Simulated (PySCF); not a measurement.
Protons, H atoms and electrons added to or taken from C=C=C. All species are isolated molecules in the gas phase. Strings in code marks are SMILES.

The S1 excitation (TDA) from two functionals at the same geometries (B3LYP-D3(BJ)/def2-TZVP), both in PySCF: PBE-D3(BJ)/def2-TZVP and B3LYP-D3(BJ)/def2-TZVP. B3LYP has the VWN-RPA correlation part, as in Gaussian. Excitations are Tamm–Dancoff values on a coarser integration grid. The basis has no diffuse functions, so Rydberg states are missing or too high.

```
species                                                   PBE-D3(BJ)/def2-TZVP (eV)  B3LYP-D3(BJ)/def2-TZVP (eV)
--------------------------------------------------------  -------------------------  ---------------------------
neutral parent (`C=C=C`)                                                       5.85                         5.92
proton added at C1 (`C=[C+]C` (not the most basic site))                       3.49                         3.44
proton added at C2 (`[CH2+]C=C`)                                               4.50                         5.06
```

Over these rows, drawn at random from the members with no instability flagged (it was tested for open shells, ions and some series alone), PBE minus B3LYP-D3(BJ): mean -0.20 eV, from -0.56 eV to +0.05 eV.
